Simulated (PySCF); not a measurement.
Dipole moment and polarisability of Si(OH)2H2

Compound: Si(OH)2H2.
Structure used (PBE0-D3(BJ)/def2-SVP), in Å, numbered top down from 1:
```xyz
7
H4O2Si angstrom
Si    -0.2022    0.1629   -0.3658
O     -0.7715    0.5921    1.1327
H     -0.9292   -0.1070    1.7720
O      1.4468   -0.0083   -0.4344
H      1.8307   -0.8041   -0.0574
H     -0.5222    1.2876   -1.2711
H     -0.8523   -1.1232   -0.7760
```

Level: CAM-B3LYP/def2-SVPD (PySCF), static field, nuclei fixed, core orbitals frozen in the response. The polarisability tensor in these axes (au):

```
x   35.69 -0.48 -0.72
y   -0.48 34.91 -0.34
z   -0.72 -0.34 35.38
```

Question: Diagonalise the tensor; give its mean and Δα, where Δα² is half the sum of the squared differences of the eigenvalues.

Answer: Principal values 34.28, 35.41 and 36.29 au; mean 35.33 au = 5.23 Å³ = 5.82 × 10⁻⁴⁰ C²·m²/J; Δα = 1.75 au (5 % of the mean).

Question: What is the dipole moment, and where does it point?

Answer: (-0.17, -2.47, 0.91) D, 2.64 D in size, pointing from the negative to the positive side. Measured along this direction, the outermost atoms are H6 at the negative end and H7 and H3 at the positive end.

Question: Find the Langevin capture rate constant for O2+ (31.990 u) meeting this molecule (63.998 u), k = 2.342 × 10⁻⁹ cm³/s × √(α in Å³ / reduced mass in u).

Answer: The reduced mass is 21.33 u, so k = 1.16 × 10⁻⁹ cm³/s. The formula leaves out the permanent dipole, which adds to the capture rate.

Question: What depolarisation ratio follows for Rayleigh scattering of linearly polarised light, taking the static tensor?

Answer: ρ = 3Δα²/(45ᾱ² + 4Δα²) = 9.2/(56158 + 12.3) = 0.000164.

Question: In a dilute gas of rigid molecules at 500 K, how does the orientational term μ²/3kT compare with the electronic polarisability?

Answer: In Gaussian units μ²/3kT = 33.55 Å³ against 5.23 Å³, a ratio of 6.41; the Debye molar polarisation (4π/3)N_A(α + μ²/3kT) is 97.8 cm³/mol, leaving out the vibrational part.

Question: What molar refraction does this α imply?

Answer: Lorentz–Lorenz: R = (4π/3)N_A α = 2.5225 cm³/(mol·Å³) × 5.23 Å³ = 13.2 cm³/mol, in the limit of long wavelengths.

The structure is a single PBE0-D3(BJ)/def2-SVP conformer in the gas phase; no vibrational or solvent corrections.
